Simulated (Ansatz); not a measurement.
Relaxation of Cl$_{2}$H$_{2}$Si (5 atoms, charge 0, multiplicity 1), to a largest force component of 0.02 eV/Å in at most 40 steps.

All numbers below come from RKS PBE0-D4/def2-mTZVP (Ansatz).

```xyz
5
Properties=species:S:1:pos:R:3
Si 0.000 0.000 0.000
Cl 0.000 0.000 2.130
Cl 2.009 0.000 -0.709
H -0.688 1.191 -0.486
H -0.688 -1.191 -0.486
```

Problem. Where does it end, and by what steps?

Solution. The run converged. After 3 steps the energy has fallen by 0.127 eV; Cl3 moved furthest, 0.07 Å.

| step | energy less start (eV) | largest force component (eV/Å) | accepted |
| --- | --- | --- | --- |
| 0 | 0.0000 | 1.337 | yes |
| 1 | -0.1199 | 0.395 | yes |
| 2 | -0.1262 | 0.024 | yes |
| 3 | -0.1265 | 0.003 | yes |

```xyz
5
Properties=species:S:1:pos:R:3
Si 0.011 0.000 0.008
Cl -0.008 0.000 2.059
Cl 1.938 0.000 -0.693
H -0.654 1.229 -0.463
H -0.654 -1.229 -0.463
```

The run took 9.6 s on 1 thread of Arm Neoverse V1 (shared host), peak memory 0.14 GiB.
